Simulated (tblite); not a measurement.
Species: 1,2-dichloro-2-methylpropane, C4H8Cl2.
SMILES with atom numbers: `[CH3:1][C:2]([CH3:3])([Cl:4])[CH2:5][Cl:6]` (hydrogens: H7, H8, H9 on C1; H10, H11, H12 on C3; H13, H14 on C5)

Computed with GFN2-xTB (tblite), gas phase: Langevin dynamics at 300 K from the optimised GFN2-xTB geometry, time step 0.5 fs, friction 0.01 fs⁻¹, 2000 steps.

Start geometry:
```
atom  x, y, z in Å
C1     -1.172   -0.843   -0.244
C2     -0.042   -0.030    0.365
C3      1.323   -0.624    0.058
Cl4    -0.259   -0.037    2.163
C5     -0.124    1.442   -0.023
Cl6     0.070    1.654   -1.781
H7     -1.124   -1.873    0.099
H8     -2.138   -0.428    0.035
H9     -1.085   -0.829   -1.328
H10     2.109   -0.055    0.551
H11     1.496   -0.600   -1.016
H12     1.373   -1.654    0.400
H13    -1.095    1.861    0.243
H14     0.669    2.016    0.457
```

The statistics below take the 31 frames saved every 25 fs from 250 to 1000 fs; their kinetic temperature (all 3N coordinates) averages 287 K.

**Question.** Give the mean, spread and extremes of the bond lengths.

**Answer.** 
```csv
bond,start (Å),mean (Å),standard deviation (Å),shortest (Å),longest (Å)
C1–C2,1.520,1.533,0.039,1.446,1.591
C2–C3,1.520,1.531,0.040,1.465,1.634
C2–Cl4,1.811,1.827,0.060,1.723,1.938
C2–C5,1.525,1.525,0.036,1.443,1.586
C5–Cl6,1.781,1.791,0.043,1.713,1.867
C1–H7,1.087,1.092,0.024,1.020,1.151
C1–H8,1.088,1.090,0.028,1.032,1.138
C1–H9,1.088,1.089,0.026,1.041,1.135
C3–H10,1.088,1.090,0.024,1.034,1.144
C3–H11,1.088,1.091,0.023,1.042,1.142
C3–H12,1.087,1.087,0.015,1.048,1.115
C5–H13,1.090,1.099,0.029,1.029,1.162
C5–H14,1.090,1.093,0.024,1.056,1.132
```

**Question.** Give the same statistics for bond angles, one of each kind among heavy atoms.

**Answer.** 
| angle | start (°) | mean (°) | standard deviation (°) | smallest (°) | largest (°) |
| --- | --- | --- | --- | --- | --- |
| C1–C2–C3 | 112.2 | 111.8 | 4.1 | 102.1 | 120.9 |
| C1–C2–Cl4 | 107.9 | 106.9 | 3.3 | 101.7 | 114.3 |
| C1–C2–C5 | 112.0 | 112.5 | 4.0 | 105.5 | 124.4 |
| Cl4–C2–C5 | 104.5 | 104.6 | 3.7 | 97.1 | 113.2 |
| C2–C5–Cl6 | 111.1 | 111.9 | 3.0 | 106.4 | 117.9 |

**Question.** How far does each atom move about its mean position (frames aligned on the start, all atoms weighted alike), and what rms force does it feel?

**Answer.** 
| atom | rms displacement (Å) | rms force (eV/Å) |
| --- | --- | --- |
| C1 | 0.08 | 1.93 |
| C2 | 0.08 | 1.85 |
| C3 | 0.08 | 1.81 |
| Cl4 | 0.14 | 0.98 |
| C5 | 0.08 | 1.92 |
| Cl6 | 0.33 | 0.87 |
| H7 | 0.19 | 0.91 |
| H8 | 0.21 | 0.98 |
| H9 | 0.22 | 0.93 |
| H10 | 0.28 | 0.91 |
| H11 | 0.31 | 0.80 |
| H12 | 0.29 | 0.70 |
| H13 | 0.22 | 0.97 |
| H14 | 0.25 | 0.94 |

The displacements run from 0.08 to 0.33 Å, the largest at Cl6.

**Question.** Follow the torsion C1–C2–C5–Cl6 through every second one of these frames.

**Answer.** 
| t (fs) | C1–C2–C5–Cl6 (°) |
| --- | --- |
| 250 | -61 |
| 300 | -60 |
| 350 | -61 |
| 400 | -68 |
| 450 | -72 |
| 500 | -76 |
| 550 | -47 |
| 600 | -33 |
| 650 | -27 |
| 700 | -52 |
| 750 | -72 |
| 800 | -68 |
| 850 | -65 |
| 900 | -60 |
| 950 | -74 |
| 1000 | -72 |

Largest departure from the start value over all these frames: C1–C2–C5–Cl6 36° (start -64°).

**Question.** How widely does the potential energy scatter, against a harmonic estimate?

**Answer.** Mean 0.49 eV above the start, standard deviation 0.114 eV, range 0.29 to 0.69 eV. For 36 classical harmonic modes at 300 K the canonical values are 36kT/2 = 0.47 eV and kT·√(36/2) = 0.110 eV.

The run is classical and short, so these are rough statistics of one trajectory.

What follows is the cost of the whole dynamics run. The run took 12 s wall on one thread, Arm Neoverse V1 (aarch64), shared host, and the process peaked at 0.18 GiB of memory.
